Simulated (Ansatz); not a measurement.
```yaml
crystal:
  periodic: [false, false, false]
  atoms:
    - {symbol: S, position_ang: [0.000000, 0.000000, 0.000000]}
    - {symbol: As, position_ang: [0.000000, 0.000000, 2.083200]}
basis:
  gaussian: {orbitals: def2-TZVP}
total_charge: 1
hamiltonian: {xc: pbe0}
relax: {f_tol: 0.004, max_steps: 80}
```

```sh
$ ansatz run in.yaml --threads 1 --pin off --events-out ev --progress --plain --max-ram 2176MiB
```

Steps of the relaxation (energy above the last step; positions in Å, forces in eV/Å):

```
2
step 1, 344.4 meV
S     0.000    0.000    0.000    0.000    0.000    4.167
As    0.000    0.000    2.083    0.000    0.000   -4.167
```

```
2
step 2, 95.0 meV
S     0.000    0.000    0.107    0.000    0.000   -3.030
As    0.000    0.000    1.976    0.000    0.000    3.030
```

```
2
step 3, 0.5 meV
S     0.000    0.000    0.071    0.000    0.000    0.200
As    0.000    0.000    2.012    0.000    0.000   -0.200
```

```
2
step 5, 0.0 meV
S     0.000    0.000    0.074    0.000    0.000    0.000
As    0.000    0.000    2.009    0.000    0.000    0.000
```

Close pairs at the end: S1–As2 1.936 Å.

A stationary point of restricted PBE0 after 5 steps (its stability towards spin polarisation wasn't tested). 6.5 s on 1 thread of Intel Xeon 6975P-C, shared host.
